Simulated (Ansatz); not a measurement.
System (SMILES): [PH2] (PH2), doublet.
Atoms: P1, H2, H3. Bonds: P1-H2, P1-H3.

Basis-set convergence of the harmonic zero-point energy at PBE0 with Ansatz (a quantum-chemistry and plane-wave program). Each level at its own minimum, finite differences of forces, unscaled; the reference is a large set that could be run, not a limit. Cartesian d functions, on some or all atoms, in 6-31G*, 6-31+G*, 6-311G**, 6-311+G**; all else is spherical. The program fits the integrals of some runs and decomposes those of others, by size. Open shells are unrestricted. No added dispersion term, no relativity. Reference: the value in def2-QZVPPD, 8.45 kcal/mol. Deviations are taken from unrounded values.

```csv
basis,functions,harmonic zero-point energy (kcal/mol)
6-31G*,23,8.58
6-31+G*,27,8.58
def2-SVP,28,8.44
def2-SVPD,40,8.45
pcseg-1,28,8.52
aug-pcseg-1,45,8.50
cc-pV(D+d)Z,33,8.44
aug-cc-pV(D+d)Z,50,8.44
6-311G**,39,8.46
6-311+G**,43,8.46
def2-TZVP,49,8.45
def2-TZVPD,61,8.45
pcseg-2,62,8.44
aug-pcseg-2,96,8.44
cc-pV(T+d)Z,67,8.45
aug-cc-pV(T+d)Z,101,8.45
def2-TZVPP,70,8.45
def2-TZVPPD,82,8.45
def2-QZVPP,130,8.45
def2-QZVPPD,142,8.45
```

What the diffuse functions change, pair by pair:
- 6-31G* to 6-31+G*: 4 more functions, deviation 0.13 to 0.12 kcal/mol
- def2-SVP to def2-SVPD: 12 more functions, deviation -0.01 to 0.00 kcal/mol
- pcseg-1 to aug-pcseg-1: 17 more functions, deviation 0.07 to 0.05 kcal/mol
- cc-pV(D+d)Z to aug-cc-pV(D+d)Z: 17 more functions, deviation -0.01 to -0.02 kcal/mol
- 6-311G** to 6-311+G**: 4 more functions, deviation 0.00 to 0.01 kcal/mol
- def2-TZVP to def2-TZVPD: 12 more functions, deviation 0.00 to 0.00 kcal/mol
- pcseg-2 to aug-pcseg-2: 34 more functions, deviation -0.01 to -0.01 kcal/mol
- cc-pV(T+d)Z to aug-cc-pV(T+d)Z: 34 more functions, deviation -0.01 to 0.00 kcal/mol
- def2-TZVPP to def2-TZVPPD: 12 more functions, deviation 0.00 to 0.00 kcal/mol
- def2-QZVPP to def2-QZVPPD: 12 more functions, deviation 0.00 to 0.00 kcal/mol

Leaving out the reference's own pair, they bring the value nearer the reference by more than 0.01 kcal/mol in 1 of 9 pairs.
